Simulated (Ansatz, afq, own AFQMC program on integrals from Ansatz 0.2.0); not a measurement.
**Atomization energy of CH₆O₃Sn, singlet**

```xyz
11

C     0.0217    1.5939   -0.7804
O     0.7902    0.4298   -0.9215
Sn    0.5969   -1.0810    0.3379
O    -1.0755   -2.0475   -0.1019
O     0.2614   -0.3718    2.1469
H    -0.9944    1.4828   -1.2069
H    -0.0906    1.9121    0.2732
H     0.5188    2.4148   -1.3245
H     2.0169   -2.0082    0.2682
H    -1.3023   -1.9632   -1.0359
H    -0.6776   -0.4188    2.3655
```

Atoms in their ground-state spins without spin–orbit coupling (mostly on UHF) minus the molecule (RHF), without zero-point energy. The geometry is a stationary point, not shown to be a minimum.

Basis def2-SVP with its core potentials. Only valence electrons are correlated. AFQMC by an in-house program on the Cholesky factors that Ansatz 0.2.0 writes for its CCSD(T) run. ph-AFQMC/CISD is guided by a CISD state made of CCSD amplitudes; releasing the constraint for a short imaginary time cuts its bias at the price of noise, slowly where states lie close. ± is one standard error of the sampling. No spin–orbit coupling. The errors of all members are added in quadrature.

No full CI on the walks' own integrals is used here. The released AFQMC energy serves as the reference, which it does only where one determinant dominates, the energy is flat over the last release times and near the phaseless one (40 meV or 2 meV an electron, half that with transition metals). On small molecules, where full CI could be run and the noise was under 10 meV, such values lay within 10 meV of it in 19 cases of 20, a flattering rate, since the rule was set on those same cases; what remains of the bias isn't in the error bar. Each member takes its own surest rung, up to full CI.

The best estimate is CCSD(T) at the basis-set limit (CBS: def2-TZVPP and def2-QZVPP, with their diffuse functions for anions and beside diffuse sets, CCSD(T) itself extrapolated) plus the step from CCSD(T) to AFQMC with the constraint released in def2-SVP. Rows without CBS are in def2-SVP, the functionals in def2-TZVP; B2PLYP and the wave-function rows carry a basis error of their own. Core correlation and relativity beyond core potentials are missing, and ± holds the sampling alone.

Cautions: inner d shell frozen; no spin-orbit coupling; CH₆O₃Sn (singlet): the released value is read at 0.90 1/Eh with a noise of 16 meV, more than in the cases checked (meV from the phaseless value at times in 1/Eh: -4 ± 15 at 0.21, 13 ± 13 at 0.42, 10 ± 13 at 0.63, -6 ± 16 at 0.90); other spins of the molecule weren't checked.

Best estimate: 922.4 ± 0.4 kcal/mol.

| level | atomization energy (kcal/mol) | error against the best estimate (kcal/mol) |
| --- | --- | --- |
| HF | 600.6 | -321.8 ± 0.4 |
| MP2 | 859.4 | -63.0 ± 0.4 |
| CCSD | 831.3 | -91.1 ± 0.4 |
| CCSD(T) | 841.1 | -81.3 ± 0.4 |
| ph-AFQMC/CISD | 842.8 ± 0.3 | -79.6 ± 0.5 |
| released AFQMC | 842.6 ± 0.4 | -79.8 |
| HF/CBS | 612.6 | -309.8 ± 0.4 |
| MP2/CBS | 944.6 | 22.2 ± 0.4 |
| CCSD(T)/CBS | 920.8 | -1.6 ± 0.4 |
| PBE | 921.1 | -1.3 ± 0.4 |
| r2SCAN | 906.6 | -15.8 ± 0.4 |
| PBE0 | 892.9 | -29.5 ± 0.4 |
| B3LYP | 894.8 | -27.6 ± 0.4 |
| wB97M-V | 907.7 | -14.7 ± 0.4 |
| B2PLYP | 894.3 | -28.1 ± 0.4 |

Correlation beyond CCSD(T) adds 1.6 ± 0.4 kcal/mol. Going to the basis-set limit adds 79.7 kcal/mol at CCSD(T). The perturbative (T) step is worth +9.8 kcal/mol.

Best estimates are given only where the step beyond CCSD(T) is under 0.3 eV and no member's determinant is very poor (T1 over 0.05, or 0.07 for open shells, ⟨S²⟩ too high by 0.3, two states mixed), so the hardest cases are missing from such tables.

The functionals ran in a triple-zeta set and keep a basis error of their own, a few kJ/mol for each bond in atomization energies and more for double hybrids, so close places among them and the extrapolated levels can swap.

Each member of a difference takes its own highest rung, so a best estimate needn't equal the limit plus the step of one row. Released energies are given only where the last usable release times agree within the noise; a slower fall can still hide under it. The exponents were fitted on light atoms, and def2 sets of heavy atoms don't grow evenly, so the limit is rough here.
